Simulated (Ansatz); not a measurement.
# A barrier at the coupled-cluster level

Start structure (SiH₅ClO, closed shell), relaxed at PBE0-D4/def2-TZVP:

| atom | x (Å) | y (Å) | z (Å) |
| --- | --- | --- | --- |
| Si1 | -0.6094 | -0.7435 | -0.4361 |
| H2 | 0.8497 | -1.0349 | -0.2675 |
| H3 | -1.1135 | -1.4752 | -1.6194 |
| H4 | -1.2936 | -1.2208 | 0.7952 |
| O5 | -0.8636 | 0.8527 | -0.7225 |
| H6 | 1.8712 | 0.5190 | 0.8729 |
| Cl7 | 1.6405 | 1.6302 | 1.4734 |
| H8 | -0.4813 | 1.4725 | -0.0959 |

The step: SiH₄O ([OH][SiH3]) + HCl → SiH₃ClO ([OH][SiH2][Cl]) + H₂; bonds formed: Si1–Cl7, H2–H6; bonds broken: Si1–H2, H6–Cl7. Program: Ansatz 0.2.0. Basis: def2-TZVPP and def2-QZVPP. Cores are frozen in the correlated methods. Extrapolation: Hartree–Fock as exp(−7.88 √X), correlation as X^−2.97. Energies below are by CCSD(T) at an estimated basis limit (MP2 extrapolated from triple and quadruple zeta, plus CCSD(T) − MP2 in triple zeta).

(1) What are the electronic barrier and the energy of the step, from the start structure to the end structure? (To be estimated.)

No T1 diagnostic of these runs exceeds 0.013.

## Answers

(1) Computed: Barrier 133.5 kJ/mol; step energy -83.1 kJ/mol (downhill); reverse barrier, their difference, 216.5 kJ/mol. Barrier and step energy count from the start structure, the reverse barrier from the end structure.

The saddle point: One imaginary mode of 705i cm⁻¹.
```json
{"pair": "Si1–Cl7", "start (Å)": "3.79", "saddle (Å)": "2.56", "end (Å)": "2.06"}
{"pair": "H2–H6", "start (Å)": "2.18", "saddle (Å)": "0.89", "end (Å)": "0.75"}
{"pair": "Si1–H2", "start (Å)": "1.50", "saddle (Å)": "1.72", "end (Å)": "4.25"}
{"pair": "H6–Cl7", "start (Å)": "1.28", "saddle (Å)": "1.76", "end (Å)": "3.17"}
```

Zero-point energy (harmonic, PBE0-D4): ZPE is 123.2 kJ/mol at the start and 125.7 kJ/mol at the saddle, so the barrier goes from 133.5 to 136.0 kJ/mol.

Labels in which every atom is bracketed show which atoms are joined, not bond orders.

For scale, one of the runs: CCSD(T)/def2-TZVPP, 185 basis functions, launched by `ansatz run in.yaml --threads 2 --pin off --events-out ev --progress --plain --max-ram 4352MiB`. Hardware: 2 CPU threads of an AMD EPYC 9R45, shared host. Wall time 17 s; peak host memory 1.8 GiB.
